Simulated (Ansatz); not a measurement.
in.yaml

```yaml
crystal:
  periodic: [false, false, false]
  atoms:
    - {symbol: C, position_ang: [0.017315, 0.006369, 0.052328]}
    - {symbol: H, position_ang: [-0.147559, 0.698201, -0.886114]}
    - {symbol: H, position_ang: [-0.070939, -0.017681, 1.138653]}
    - {symbol: H, position_ang: [0.012170, -0.756410, -0.876080]}
basis:
  gaussian: {orbitals: cc-pVTZ}
total_charge: 1
magnetization: {spin_polarized: false, initial_magnetization: 2}
correlation: {method: sc_nevpt2, electrons: outside_noble_gas, active_space: {window: {electrons: 6, orbitals: 7}, shells: [{species: C, l: s, shell: 2}, {species: C, l: p, shell: 2}, {species: H, l: s, shell: 1}]}}
```

```sh
$ ansatz run in.yaml --threads 1 --pin off --events-out ev --progress --plain --max-ram 2393MiB
```

The program prints:

```
904 factors; integrals over basis functions are off by at most 2.0e-7 eV
mean field evaluation 1: about -1063.3337 eV, gradient 1.7e1 eV
mean field evaluation 2: about -1063.3345 eV, gradient 1.7e1 eV
mean field evaluation 4: about -1064.1994 eV, gradient 1.1e0 eV
mean field evaluation 8: about -1064.2063 eV, gradient 7.9e-4 eV
mean field -1064.20625799 eV, -39.1088586362 hartree, gradient 2.2e-6 eV, S^2 2.000000; 0 other end points of the search recorded, 0 dependent functions left out
reference -1064.20625799 eV, -39.1088586362 hartree; 5, 3 occupied and 67, 69 virtual orbitals, 904 factors
state -1065.68144539 eV, -39.1630707732 hartree
state -1065.68144539 eV, -39.1630707732 hartree; corrected -1067.87536365 eV, -39.2436957823 hartree
Total energy: -1067.87536365 eV, -39.2436957823 hartree
Checks for a lower state left out: starts, orbital_swaps
```

For the same geometry and basis UCCSDT(Q) lies 513.7 meV lower.

Ran on 1 thread of Intel Xeon, shared host: 2.4 s wall, 0.14 GiB peak host memory.
